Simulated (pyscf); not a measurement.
**Substitution at O: O=B–OH (SMILES O=BO) + H• (SMILES [H]) -> O=B–OH (SMILES O=BO) + H• (SMILES [H])**

Gas phase, doublet surface, charge 0. Bonds broken: O1–H5. Bonds formed: O1–H4. Structures and frequencies: ωB97X-D3(BJ)/def2-SVP in PySCF. Correlated levels are frozen-core, on RHF or UHF. ΔMP2 is the change of the MP2 total energy from the triple- to the quadruple-zeta basis.

Transition state (Å):

```xyz
5

O     -1.5770    -0.1591    -0.2935
B     -0.6736    -0.7293     0.5644
O      0.1215    -1.2301     1.3211
H     -2.5329     0.0532     0.3788
H     -1.0136    -0.1190    -1.3386
```

One imaginary mode, 2874i cm⁻¹; descent along it reached the two sides named.

| bond | change | reactant side (Å) | saddle | product side |
|---|---|---|---|---|
| O1–H5 | breaks | 0.964 | 1.188 | 3.4 |
| O1–H4 | forms | 3.4 | 1.188 | 0.964 |

Electronic energies relative to the separated reactants (kcal/mol):

```csv
level,barrier,reaction energy,reverse barrier
ωB97X-D3(BJ)/def2-TZVP,40.0,0.0,40.0
PBE/def2-TZVP,27.3,0.0,27.3
r²SCAN/def2-TZVP,29.7,0.0,29.7
B3LYP-D3(BJ)/def2-TZVP,31.2,0.0,31.2
PBE0-D3(BJ)/def2-TZVP,33.7,0.0,33.7
M06-2X/def2-TZVP,37.9,0.0,37.9
ωB97M-D3(BJ)/def2-TZVP,36.7,0.0,36.7
HF/def2-TZVP,59.0,0.0,59.0
MP2/def2-QZVPP,42.6,0.0,42.6
CCSD/def2-TZVPP,41.0,0.0,41.0
CCSD(T)/def2-TZVPP,38.9,0.0,38.9
CCSD(T)/def2-TZVPP + ΔMP2(QZVPP),38.6,0.0,38.6
```

With CCSD(T)/def2-TZVPP + ΔMP2(QZVPP) energies and thermal terms (ideal gas, 1 atm, RRHO with modes under 100 cm⁻¹ raised to 100, one conformer, R ln 2 for rigid chiral ones), in kcal/mol:

| T (K) | ΔH‡ | ΔG‡ | ΔH | ΔG |
|---|---|---|---|---|
| 298 | 35.4 | 42.5 | 0.0 | 0.0 |
| 600 | 35.1 | 49.7 | 0.0 | 0.0 |
| 900 | 35.0 | 57.0 | 0.0 | 0.0 |
| 1200 | 35.0 | 64.4 | 0.0 | 0.0 |

The same reactants have a lower exit, to [HO–B–OH]• (barrier +14.3 kcal/mol at ωB97M-D3(BJ), against +36.7 kcal/mol here). This is the saddle that the search found; another between the same sides may lie lower. The angle at the attacked O is 151°. The CCSD(T) − MP2 part came from Ansatz, without density fitting, on the same reference.
